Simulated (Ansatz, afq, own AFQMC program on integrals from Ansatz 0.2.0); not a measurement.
Two steps: Ansatz 0.2.0 writes the Fock matrix and Cholesky factors of the valence space, and afq projects on them the lowest state that overlaps trial and start.

```yaml
crystal:
  periodic: [false, false, false]
  atoms:
    - {symbol: Si, position_ang: [-0.033759, 0.033815, 0.033550]}
    - {symbol: H, position_ang: [0.822091, 0.892560, 0.890381]}
    - {symbol: H, position_ang: [-0.893311, -0.820609, 0.890996]}
    - {symbol: H, position_ang: [-0.888489, 0.889350, -0.827599]}
    - {symbol: H, position_ang: [1.900380, -1.903534, -1.888637]}
basis:
  gaussian: {orbitals: 6-31G}
magnetization: {spin_polarized: true, initial_magnetization: 0}
correlation: {method: ccsd_t, electrons: outside_noble_gas, hamiltonian_folder: ham}
```

```sh
$ ansatz run in.yaml --threads 1 --pin off --events-out ev --progress --plain --max-ram 16896MiB --backend cuda --devices 0, --max-vram 18GiB
```

Options of the walk:

```
--method phaseless --trial hf --walkers 4000 --populations 20 --least-time 40 --time-step 0.005 --steps-per-block 20 --equilibration-blocks 160 --max-blocks 4000 --target-error 0.0017000 --factor-cut 1e-05 --start spin_pure --seed 3446 --taylor-order 6
```

Times are imaginary, in 1/Eh. The walk had a cap of 49 s. With eight or more populations the least sampling time is a fifth of least-time, and the error comes from their spread.

Output of the walk:

```
orbitals 16  electrons 4 4  factors 98 of 268
reference energy -291.06625341 Eh
CCSD correlation -0.07065679 Eh in 14 cycles, weight of the determinant in the CISD state 0.8438
energy of the start -291.070105 Eh
 block  time / (1/Eh)  mean weight  energy / Eh
     1     0.100  1.0002  -291.080336
     2     0.200  1.0003  -291.089038
     3     0.300  1.0004  -291.096114
     4     0.400  1.0005  -291.102572
     5     0.500  1.0003  -291.108032
     9     0.900  1.0000  -291.120375
    25     2.500  0.9999  -291.136711
    49     4.900  1.0001  -291.140447
    73     7.300  1.0000  -291.141813
    97     9.700  1.0001  -291.141768
   121    12.100  0.9999  -291.141611
   145    14.500  1.0001  -291.141134
   169    16.900  0.9997  -291.144173
   193    19.300  0.9999  -291.139352
   217    21.700  0.9999  -291.140267
   235    23.500  1.0001  -291.139895
error from the spread of 20 populations
energy -291.141174 +/- 0.000479 Eh
(rows thinned)
```

The run passed its tests (sampling time, drift between the halves within three errors, error under three times the target), which doesn't prove that it has relaxed.

Against this walk (error 13.0 meV) on the same determinant: CCSD(T) 75.2 meV higher, CCSDT(Q) 2.1 meV lower (within the noise), CCSDTQ 1.7 meV lower (within the noise), full CI 2.0 meV lower (within the noise), a separate phaseless walk with a CISD trial and standard settings 9.4 ± 13.2 meV higher (within the noise). The error is statistical and leaves out the bias of the constraint. The determinant has ⟨S²⟩ = 0.96, so the low cluster orders mix in higher spin, while the walk starts as a pure singlet. The determinant is a poor start (see the cautions), so the low cluster orders aren't to be relied on, and full CI is the sure value.

Cautions: constraint bias not in the error; strong correlation (T1 0.031, weight of the determinant 0.84, largest double 0.32); unrestricted determinant spin contaminated (⟨S²⟩ 0.96 against 0.00); the CCSDT(Q) amplitudes may be one of several solutions (largest double 0.79); the CCSDTQ amplitudes may be one of several solutions (largest double 0.82).

The walk took 15 s on 1 × NVIDIA H100 80GB HBM3 with 2 threads of AMD EPYC 7R13 Processor (Zen 3), with other jobs on the host (the card was shared). The log's last line is the phaseless energy.

CCSDT and higher add their correlation energy to the determinant of the CCSD(T) run, since their own runs factorise the integrals more tightly (a shift of under 2 meV). A walk keeps the symmetry of its determinant, which the program's search chose and which needn't be the lowest solution, so a lower state of the same spin and another symmetry isn't excluded.
